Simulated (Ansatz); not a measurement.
**SiOF (sextet): from Hartree-Fock to the top rungs, cc-pVDZ**

An exercise on one series of results from a longer session: the logs are not shown, and one member is left open.

Computed with Ansatz 0.2.0, Gaussian basis. Level: cc-pVDZ, core rule «outside noble gas», up to 7 orbitals frozen.

To be run: UHF; CCSD(T) on ROHF; CCSD(T) on UHF; BCCD(T) on ROHF; CISD; CCSDT(Q) on ROHF; CCSDT(Q) on UHF.

32 further runs of the same task are left out: 12 for a known fault of the program, 7 that didn't finish, 13 set aside as unsound or not needed.

## The system

The geometry is a PBE0/def2-TZVP stationary point (not a proven minimum) of the parent state, kept for this charge and spin.

3 atoms, charge 0, spin multiplicity 6.

Atoms are counted from 1 here; the program's logs count them from 0.

Bond lengths: F1–Si3 1.602 Å, O2–Si3 1.725 Å. Angles: F1–Si3–O2 115.7°.

Set-up of the first run:

in.yaml

```yaml
crystal:
  periodic: [false, false, false]
  atoms:
    - {symbol: F, position_ang: [0.000000, 0.390347, 1.310206]}
    - {symbol: O, position_ang: [0.000000, 0.397529, -1.506653]}
    - {symbol: Si, position_ang: [0.000000, -0.490510, -0.027996]}
basis:
  gaussian: {orbitals: cc-pVDZ}
magnetization: {spin_polarized: true, initial_magnetization: 5}
hamiltonian: {xc: hf}
output: {orbitals: {seedname: orbitals}}
```

The run is started by

```
$ ansatz run in.yaml --threads 1 --pin off --events-out ev --progress --plain --max-ram 2393MiB
```

Among the steps run: UHF; CCSD(T) on ROHF; CCSD(T) on UHF; BCCD(T) on ROHF; CISD; CCSDT(Q) on ROHF; CCSDT(Q) on UHF.

One of the session's tables, all rows but one given; the rest of the session is left out.

It belongs to the step «Misses and costs». 

```
   method  from UCCSDT(Q) (kJ/mol)
     ROHF                   +983.9
      UHF                   +962.3
     RMP2                    +82.3
     UMP2                        ?
     CISD                    +88.8
    RCCSD                    +21.1
    UCCSD                    +20.7
 RCCSD(T)                     +4.4
 UCCSD(T)                     +4.3
  BCCD(T)                     +4.2
   RCCSDT                     +1.9
   UCCSDT                     +1.7
RCCSDT(Q)                     +0.6
UCCSDT(Q)                        0
```

Estimate the missing values for UMP2.

The run gave: from UCCSDT(Q) (kJ/mol): +82.8. In the column «from UCCSDT(Q) (kJ/mol)» it lies between RMP2 (+82.3) and CISD (+88.8).

Limits of these values: Restricted and unrestricted rows rest on different reference determinants; where their highest levels disagree by more than a few hundredths of an eV, they describe different states and don't form one ladder.
